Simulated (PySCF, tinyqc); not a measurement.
Ways to converge the cycle: SCF convergence aids in the sto-6g basis, for HF, spin multiplicity 1. Computed by the program tinyqc with PySCF. RHF with one setting changed at a time; a run stops when the energy changes by less than 1e-09 hartree and the error matrix is below 1e-5. The start is random orbitals. Damping d keeps d of the old density; a shift (hartree) raises the virtual levels; DIIS n extrapolates F over n matrices.

Geometry (angstrom):
```
atom       x       y       z
F     0.0000  0.0000  0.0000
H     0.0000  0.0000  1.4880
```

lowest restricted solution found by these runs and by PySCF = -99.347516 hartree

Largest element of the error matrix X^T (FDS - SDF) X:
```
iteration    plain  damping 0.3  damping 0.6  shift 0.4   DIIS 3   DIIS 8
1          1.3e+00      1.3e+00      1.3e+00    1.3e+00  1.3e+00  1.3e+00
2          3.9e-01      3.9e-01      7.8e-01    2.6e-01  3.9e-01  3.9e-01
3          2.7e-01      2.2e-01      4.7e-01    2.0e-01  2.2e-01  2.2e-01
4          8.2e-02      7.7e-02      2.8e-01    1.8e-01  2.0e-02  2.0e-02
5          2.0e-02      2.6e-02      1.7e-01    1.6e-01  4.7e-03  5.8e-03
6          5.6e-03      1.4e-02      1.1e-01    1.3e-01  2.6e-03  2.4e-03
8          2.6e-03      9.5e-03      5.6e-02    8.7e-02  8.7e-05  1.4e-05
10         1.4e-03      6.4e-03      2.5e-02    6.5e-02  2.1e-06        -
14         4.3e-04      2.9e-03      1.2e-02    3.5e-02        -        -
20         7.1e-05      8.6e-04      6.5e-03    1.2e-02        -        -
30               -      1.1e-04      2.2e-03    2.0e-03        -        -
45               -            -      4.2e-04    1.3e-04        -        -
60               -            -      8.0e-05    8.7e-06        -        -
```

How each run ends:
```
run          iterations  E (hartree)                                                        state
plain                27    -99.34752                                                 lowest found
damping 0.3          43    -99.34752                                                 lowest found
damping 0.6         >60    -99.34752  falls steadily but slowly, by a factor of about 0.90 a step
shift 0.4            60    -99.34752                                                 lowest found
DIIS 3               10    -99.34752                                                 lowest found
DIIS 8                9    -99.34752                                                 lowest found
```

What does the comparison show, and why?

5 of 6 runs reach the lowest restricted solution found, in 9 to 60 iterations (fastest: DIIS 8). Not converged: damping 0.6. Plain steps already contract here, so damping only slows them. DIIS 3 and DIIS 8 gain by cancelling the error over several earlier matrices, much as a quasi-Newton step does. The restricted reference is unstable here: a spin-polarised solution lies 0.0553 hartree lower (PySCF), so results built on it describe a poor reference.
